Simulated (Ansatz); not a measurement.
in.yaml

```yaml
crystal:
  periodic: [false, false, false]
  atoms:
    - {symbol: Ge, position_ang: [0.000000, -0.125903, 0.179212]}
    - {symbol: O, position_ang: [0.000000, -0.728576, -1.575248]}
    - {symbol: H, position_ang: [0.000000, 0.854479, 1.396035]}
basis:
  gaussian: {orbitals: cc-pVDZ}
magnetization: {spin_polarized: false, initial_magnetization: 3}
correlation: {method: ccsdt_q, electrons: outside_noble_gas}
```

```sh
$ ansatz run in.yaml --threads 1 --pin off --events-out ev --progress --plain --max-ram 2393MiB
```

**Question.** Roughly how long does this take on 1 thread of Arm Neoverse V1, shared host, and how much host memory?

**Answer.** 33 s wall and 0.31 GiB.

```
845 factors; integrals over basis functions are off by at most 2.2e-7 eV
mean field evaluation 1: about -58520.5076 eV, gradient 1.3e1 eV
mean field evaluation 2: about -58520.5362 eV, gradient 1.3e1 eV
mean field evaluation 4: about -58521.4154 eV, gradient 2.7e0 eV
mean field evaluation 8: about -58521.5092 eV, gradient 5.1e-1 eV
mean field evaluation 16: about -58521.5221 eV, gradient 1.4e-6 eV
mean field evaluation 32: about -58521.6673 eV, gradient 1.4e-4 eV
mean field evaluation 64: about -58521.3340 eV, gradient 3.6e0 eV
mean field evaluation 96: about -58520.8285 eV, gradient 6.6e-1 eV
mean field evaluation 128: about -58521.6606 eV, gradient 5.3e-1 eV
mean field evaluation 160: about -58521.6562 eV, gradient 2.0e-1 eV
...
mean field -58521.66732285 eV, -2150.6316067040 hartree, gradient 2.1e-6 eV, S^2 3.750000; 19 other end points of the search recorded, 0 dependent functions left out
...
determinant -58521.66732285 eV, -2150.6316067040 hartree, with singles and doubles -58528.12248187 eV, -2150.8688294226 hartree
determinant -58521.52211821 eV, -2150.6262705318 hartree, with singles and doubles -58527.93932808 eV, -2150.8620986449 hartree
determinant -58520.76616256 eV, -2150.5984896742 hartree, with singles and doubles -58527.36014480 eV, -2150.8408140519 hartree
determinant -58520.48226379 eV, -2150.5880565866 hartree, with singles and doubles -58527.05565576 eV, -2150.8296242860 hartree
determinant -58519.29101679 eV, -2150.5442790670 hartree, with singles and doubles -58525.90459003 eV, -2150.7873234008 hartree
determinant -58519.19895665 eV, -2150.5408959194 hartree, with singles and doubles -58525.98126469 eV, -2150.7901411424 hartree
determinant -58519.14124101 eV, -2150.5387749085 hartree, with singles and doubles -58525.86764639 eV, -2150.7859657468 hartree
determinant -58518.55783693 eV, -2150.5173352041 hartree, with singles and doubles -58525.26834079 eV, -2150.7639416724 hartree
determinant -58521.66732285 eV, -2150.6316067040 hartree, with singles and doubles -58528.12796971 eV, -2150.8690310970 hartree
determinant -58521.52211821 eV, -2150.6262705318 hartree, with singles and doubles -58527.94080049 eV, -2150.8621527547 hartree
15 core orbitals not correlated: weight in the atoms' cores, before any rotation towards them, 0.994 or more for the frozen orbitals, at most 0.006 for the correlated occupied ones
reference -58521.66732285 eV, -2150.6316067040 hartree; 7, 4 occupied and 24, 27 virtual orbitals, 845 factors
second order -5.61186171 eV of doubles, -0.13015177 eV of singles
...
cycle  37  -6.68044880 eV  change    6.9e-7 eV  update   1.3e-6
cycle  38  -6.68044827 eV  change    5.3e-7 eV  update   9.4e-7
cycle  39  -6.68044860 eV  change   -3.3e-7 eV  update   7.7e-7
cycle  40  -6.68044883 eV  change   -2.3e-7 eV  update   6.5e-7
cycle  41  -6.68044919 eV  change   -3.6e-7 eV  update   5.6e-7
cycle  42  -6.68044958 eV  change   -3.9e-7 eV  update   5.0e-7
cycle  43  -6.68045001 eV  change   -4.3e-7 eV  update   4.1e-7
cycle  44  -6.68045033 eV  change   -3.2e-7 eV  update   3.9e-7
cycle  45  -6.68045060 eV  change   -2.8e-7 eV  update   3.2e-7
cycle  46  -6.68045102 eV  change   -4.1e-7 eV  update   2.5e-7
perturbative correction -0.02027583 eV, -0.0007451229 hartree
Total energy: -58528.36804970 eV, -2150.8778538737 hartree
```
